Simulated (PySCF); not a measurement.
A species of formula C4H8O2 has this rotational fingerprint, computed with PBE0/pcSseg-1 in PySCF (dipole) on a GFN2-xTB geometry, gas phase:

```
Rotational constants : A = 5038, B = 2900, C = 2386 MHz
Dipole components    : |μa| = 0.32 D, |μb| = 1.36 D, |μc| = 0.91 D
Inertial defect      : -62.80 u·Å²
κ                    : -0.61
```

Question: Which candidate fits, each taken in the one conformer that was computed?
A. `[CH3:1][O:2][CH2:3][C:4]([CH3:5])=[O:6]` with C1–O2–C3–C4 179°, O2–C3–C4–C5 9° (methoxyacetone)
B. `[OH:1][CH2:2][C@@H:3]1[CH2:4][CH2:5][O:6]1` with H–O1–C2–C3 49°, O1–C2–C3–C4 53°
C. `[CH3:1][CH:2]([CH3:3])[C:4](=[O:5])[OH:6]` with C1–C2–C4–O5 34°, C2–C4–O6–H -178° (isobutyric acid)
D. `[CH3:1][CH:2]1[O:3][CH2:4][CH2:5][O:6]1` with C1–C2–O3–C4 104°, C2–O3–C4–C5 30°, O3–C4–C5–O6 -33°, C4–C5–O6–C2 23°

Answer: C. It is CC(C)C(=O)O, an asymmetric top, point group C1. The candidates at the same level (rigid rotor, commonest isotopes):

```json
{"SMILES": "OC[C@@H]1CCO1", "A (MHz)": "6620", "B (MHz)": "2853", "C (MHz)": "2775", "μa (D)": "1.32", "μb (D)": "1.26", "μc (D)": "0.18", "Δ (u·Å²)": "-71.36", "point group": "C1", "rotor": "near-prolate asymmetric top"}
{"SMILES": "COCC(C)=O", "A (MHz)": "8225", "B (MHz)": "2064", "C (MHz)": "1705", "μa (D)": "2.99", "μb (D)": "0.60", "μc (D)": "0.30", "Δ (u·Å²)": "-9.86", "point group": "near Cs", "rotor": "asymmetric top"}
{"SMILES": "CC(C)C(=O)O", "A (MHz)": "5038", "B (MHz)": "2900", "C (MHz)": "2386", "μa (D)": "0.32", "μb (D)": "1.36", "μc (D)": "0.91", "Δ (u·Å²)": "-62.80", "point group": "C1", "rotor": "asymmetric top"}
{"SMILES": "CC1OCCO1", "A (MHz)": "6397", "B (MHz)": "3601", "C (MHz)": "2746", "μa (D)": "1.00", "μb (D)": "0.12", "μc (D)": "0.66", "Δ (u·Å²)": "-35.34", "point group": "C1", "rotor": "asymmetric top"}
```

`CC1OCCO1` has A 27 % too high; `OC[C@@H]1CCO1` has A 31 % too high; `COCC(C)=O` has A 63 % too high. No structure here is proved a minimum.
